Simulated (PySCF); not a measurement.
Which determinant of NO lies lowest?

Unrestricted PBE0; N def2-TZVPPD, O def2-TZVPPD; no relativity (PySCF 2.14). Outer shells of the fragments: N 2s2 2p3; O 2s2 2p4.

Followed along the bond (rough minima from three points):

| 2Ms+1 | unpaired | ⟨S²⟩ at the start | R at minimum (Å) | Te (eV) |
| --- | --- | --- | --- | --- |
| 2 | π ↑ | 0.76 | 1.14 | 0.00 |
| 4 | π ↑↑↑ | 3.76 | none in the scan | ≤ 4.55 |

Solutions found at the starting distance of 1.255 Å, counted from the lowest of them; the search is not exhaustive and high or unbound solutions are not listed, so other states can lie among these:

| 2Ms+1 | unpaired | term | E (eV) | ⟨S²⟩ | ⟨Lz²⟩ | μ (D) |
| --- | --- | --- | --- | --- | --- | --- |
| 2 | π ↑ | ²Π | 0.00 | 0.76 | 1.01 | -0.17 |
| 4 | π ↑↑↑ | ⁴Π | 4.45 | 3.76 | 1.00 | 0.77 |
| 4 | σ ↑, π ↑↑ | ⁴Σ⁻ | 4.92 | 3.76 | 0.00 | -0.86 |

A term symbol is given only where ⟨S²⟩ and ⟨Lz²⟩ are close to those of a pure state; real π, δ and φ orbitals otherwise mix terms. A positive dipole means N(−)O(+).

Counting both spins, an empty level lies below a filled one in some of these solutions, because spin and occupation are held.
